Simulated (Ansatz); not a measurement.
A nudged elastic band was laid between two geometries of C$_{3}$H$_{7}$NO (12 atoms, charge 0, multiplicity 1).

Computed with RKS BHLYP-D4/6-31G* (Ansatz 0.2.0).

```
movable images  : 7
climbing image  : yes
spring          : 5.0 eV/Å²
optimiser       : quadratic models (default)
start path      : through a guess of the saddle point
force threshold : 0.05 eV/Å
iteration limit : 47
end points      : relaxed
```

First end point:

```xyz
12
Properties=species:S:1:pos:R:3
C -1.300 0.709 0.153
C -0.012 -0.033 0.003
N 1.230 0.682 -0.066
C 0.079 -1.356 -0.075
O 1.242 -2.014 -0.209
H -1.464 1.398 -0.677
H -1.314 1.305 1.066
H -2.147 0.028 0.190
H 1.242 1.321 -0.848
H 1.380 1.237 0.764
H -0.775 -2.011 -0.036
H 1.917 -1.321 -0.230
```

Last end point:

```xyz
12
Properties=species:S:1:pos:R:3
C -1.300 0.709 0.153
C -0.013 -0.033 0.003
N 1.230 0.682 -0.066
C 0.079 -1.357 -0.075
O 1.242 -2.014 -0.210
H -1.464 1.397 -0.678
H -1.314 1.306 1.066
H -2.147 0.028 0.190
H 1.381 1.235 0.764
H 1.241 1.322 -0.847
H -0.775 -2.011 -0.036
H 1.917 -1.320 -0.232
```

Question: Which bonds break or form, and what moves?

Answer: No bond is made or broken. The height of N3 over the plane of its neighbours goes from 0.37 to -0.37 Å. The two ends are copies of one structure, up to a mirror image or an exchange of like atoms.

Question: What energy profile does the band end with?

Answer: It converged. The highest image is number 4 of 0 to 8, 5.7 kcal/mol above the ends, which have the same energy within 2 meV. A vibrational analysis at the climbing image gives one clearly imaginary mode, 303i cm⁻¹: a first-order saddle point.

| image | path coordinate (Å) | energy (kcal/mol) | height of N3 over the plane of its neighbours (Å) |
| --- | --- | --- | --- |
| 0 | 0.00 | 0.0 | 0.37 |
| 1 | 0.65 | 1.0 | 0.36 |
| 2 | 1.31 | 2.6 | 0.34 |
| 3 | 1.96 | 3.8 | 0.34 |
| 4 | 2.61 | 5.7 | 0.33 |
| 5 | 3.29 | 4.8 | 0.29 |
| 6 | 3.97 | 2.9 | -0.32 |
| 7 | 4.65 | 1.1 | -0.36 |
| 8 | 5.33 | 0.0 | -0.37 |

Question: What is the geometry of the highest image?

Answer: 
```xyz
12
Properties=species:S:1:pos:R:3:forces:R:3
C -1.360 0.701 0.033 0.00 0.00 0.00
C -0.020 0.043 -0.046 -0.01 -0.01 0.00
N 1.041 0.945 -0.272 0.01 0.00 0.00
C 0.097 -1.277 0.022 0.00 -0.02 0.00
O 1.239 -2.024 -0.042 0.00 0.00 0.00
H -1.563 1.271 -0.872 0.00 0.00 0.00
H -1.408 1.399 0.871 0.00 0.00 0.00
H -2.151 -0.030 0.167 0.00 0.00 0.00
H 0.994 1.745 0.338 0.00 0.00 0.00
H 1.961 0.546 -0.199 0.00 0.00 0.00
H -0.767 -1.910 0.112 0.00 0.01 0.00
H 2.012 -1.464 -0.078 0.00 0.00 0.00
```

Question: What are the harmonic wavenumbers there?

Answer: 303i, 207, 252, 292, 317, 407, 539, 608, 782, 871, 892, 1062, 1122, 1152, 1233, 1324, 1382, 1479, 1506, 1555, 1581, 1759, 1874, 3120, 3177, 3235, 3346, 3630, 3727, 3951 cm⁻¹.

The band took 13 iterations and of the order of 7 core-minutes.

Time of the run: 6.8 min on 1 thread of Arm Neoverse V1, with other jobs on the host, peak memory 0.19 GiB.
